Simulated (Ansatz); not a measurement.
SiMe2 (C₂H₆Si). The state is a singlet with charge 0. Geometry B3LYP-D4/def2-TZVP; atoms count from 1.

Cartesian coordinates in Å:
```
Si 1.029 0.132 0.788
C -0.843 0.186 1.147
H -1.299 -0.776 0.880
H -1.334 0.942 0.522
H -1.074 0.397 2.191
C 0.916 -0.179 -1.090
H 0.407 0.667 -1.570
H 0.306 -1.065 -1.303
H 1.890 -0.304 -1.564
```

The restricted singlet is unstable towards broken spin symmetry at other levels; at PBE0-D4/def2-TZVP this wasn't settled.

Question: Estimate the Mulliken populations from the PBE0/def2-TZVP orbitals of Ansatz.

Answer: 
```json
{"atom": "Si1", "charge (e)": "0.19"}
{"atom": "C2", "charge (e)": "-0.50"}
{"atom": "H3", "charge (e)": "0.13"}
{"atom": "H4", "charge (e)": "0.13"}
{"atom": "H5", "charge (e)": "0.14"}
{"atom": "C6", "charge (e)": "-0.50"}
{"atom": "H7", "charge (e)": "0.13"}
{"atom": "H8", "charge (e)": "0.13"}
{"atom": "H9", "charge (e)": "0.14"}
```
Mulliken values depend strongly on the basis.

Question: And the Mayer bond orders between heavy atoms (over 0.3)?

Answer: Si1–C2 0.94 (1.91 Å); Si1–C6 0.94 (1.91 Å).
